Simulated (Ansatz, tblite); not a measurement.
# TCNQ (C12H4N4): one state, many levels

One table from this session's results is given with a row withheld; the runs are named, their logs left out.

Computed with Ansatz 0.2.0, Gaussian basis. Level: as each input shows.

The runs, in order: GFN1-xTB, GFN2-xTB, PBE-D4/def2-TZVP, r2SCAN-D4/def2-TZVP, BHLYP-D4/def2-TZVP, r2SCANh-D4/def2-TZVP, PBE-D4/def2-SVP, PBE0-D4/def2-SVP, MP2/def2-SVP, RPA/def2-SVP.

4 further runs of the same task are left out: 4 that didn't finish. Runs told in other sessions of the task aren't counted.

## The geometry

The geometry is that of the singlet, from an earlier relaxation (PBE-D4/def2-SVP).

20 atoms, charge 0, spin multiplicity 1.

Bond lengths: N1–C2 1.176 Å, C2–C3 1.427 Å, C3–C4 1.427 Å, C3–C6 1.409 Å, C4–N5 1.176 Å, C6–C7 1.445 Å, C6–C16 1.445 Å, C7–C8 1.370 Å, C7–H17 1.100 Å, C8–C9 1.445 Å, C8–H18 1.100 Å, C9–C10 1.409 Å, C9–C15 1.445 Å, C10–C11 1.427 Å, C10–C13 1.427 Å, C11–N12 1.176 Å, C13–N14 1.176 Å, C15–C16 1.370 Å and more. Angles: N1–C2–C3 179.4°, C2–C3–C4 116.9°, C2–C3–C6 121.5°, C4–C3–C6 121.5°, C3–C4–N5 179.4°, C3–C6–C7 120.9°, C3–C6–C16 120.9°, C7–C6–C16 118.3°, C6–C7–C8 120.9°, C6–C7–H17 118.8°, C8–C7–H17 120.4°, C7–C8–C9 120.9°, C7–C8–H18 120.4°, C9–C8–H18 118.8°, C8–C9–C10 120.9°, C8–C9–C15 118.3°, C10–C9–C15 120.9°, C9–C10–C11 121.5° and more.

PBE0-D4/def2-TZVP was run before; its log isn't repeated, and its numbers join the tables.

Set-up of the first run:

Tight binding, by tblite at 300 K electronic temperature and without a spin-polarisation term:

```python
tblite.interface.Calculator('GFN1-xTB', numbers, positions, charge=0, uhf=0).singlepoint()
```

Tight binding, by tblite at 300 K electronic temperature and without a spin-polarisation term:

```python
tblite.interface.Calculator('GFN2-xTB', numbers, positions, charge=0, uhf=0).singlepoint()
```

start.molden holds the orbitals of an earlier run on this state, given as this run's starting guess.

Input file in.yaml:

```yaml
crystal:
  periodic: [false, false, false]
  atoms:
    - {symbol: N, position_ang: [4.279427, -1.768766, -1.014467]}
    - {symbol: C, position_ang: [3.630394, -0.906962, -0.546329]}
    - {symbol: C, position_ang: [2.831405, 0.131527, 0.018088]}
    - {symbol: C, position_ang: [3.523415, 1.239352, 0.591894]}
    - {symbol: N, position_ang: [4.083701, 2.157461, 1.067557]}
    - {symbol: C, position_ang: [1.424348, 0.065944, 0.009498]}
    - {symbol: C, position_ang: [0.738609, -1.063011, -0.575689]}
    - {symbol: C, position_ang: [-0.629492, -1.126552, -0.584485]}
    - {symbol: C, position_ang: [-1.424369, -0.066408, -0.008737]}
    - {symbol: C, position_ang: [-2.831446, -0.131436, -0.018295]}
    - {symbol: C, position_ang: [-3.630322, 0.907460, 0.545537]}
    - {symbol: N, position_ang: [-4.279133, 1.769747, 1.013092]}
    - {symbol: C, position_ang: [-3.523496, -1.238818, -0.592902]}
    - {symbol: N, position_ang: [-4.083809, -2.156424, -1.069507]}
    - {symbol: C, position_ang: [-0.738625, 1.062367, 0.576785]}
    - {symbol: C, position_ang: [0.629472, 1.125911, 0.585577]}
    - {symbol: H, position_ang: [1.336213, -1.874985, -1.016587]}
    - {symbol: H, position_ang: [-1.143554, -1.990198, -1.032448]}
    - {symbol: H, position_ang: [-1.336239, 1.874278, 1.017789]}
    - {symbol: H, position_ang: [1.143521, 1.989514, 1.033638]}
basis:
  gaussian: {orbitals: def2-TZVP, initial_orbitals: start.molden}
hamiltonian: {xc: pbe, dispersion: d4}
scf: {omitted_lower_state_checks: [starts]}
output: {orbitals: {seedname: orbitals}}
```

Launch:

```sh
> ansatz run in.yaml --threads 4 --pin off --events-out ev --progress --plain --max-ram 6963MiB
```

Steps of the session up to this table: PBE-D4/def2-TZVP; r2SCAN-D4/def2-TZVP; BHLYP-D4/def2-TZVP; r2SCANh-D4/def2-TZVP; PBE-D4/def2-SVP; PBE0-D4/def2-SVP; MP2/def2-SVP; RPA/def2-SVP.

One table of the session follows, with a row left open; its other results are not shown here.

It belongs to the step «Binding energy». 

| level | binding an atom (eV) |
| --- | --- |
| HF/def2-SVP | 3.846 |
| PBE-D4/def2-SVP | ? |
| PBE-D4/def2-TZVP | 5.940 |
| r2SCAN-D4/def2-TZVP | 5.627 |
| r2SCANh-D4/def2-TZVP | 5.554 |
| PBE0-D4/def2-SVP | 5.789 |
| PBE0-D4/def2-TZVP | 5.700 |
| BHLYP-D4/def2-TZVP | 5.304 |
| MP2/def2-SVP | 5.582 |

Estimate the missing values for PBE-D4/def2-SVP.

As computed: binding an atom (eV): 6.029. In the column «binding an atom (eV)» it is the highest.

To keep in mind: Free atoms were run apart at each level; binding is atoms less cluster, divided by the number of atoms, without zero-point or spin-orbit terms.
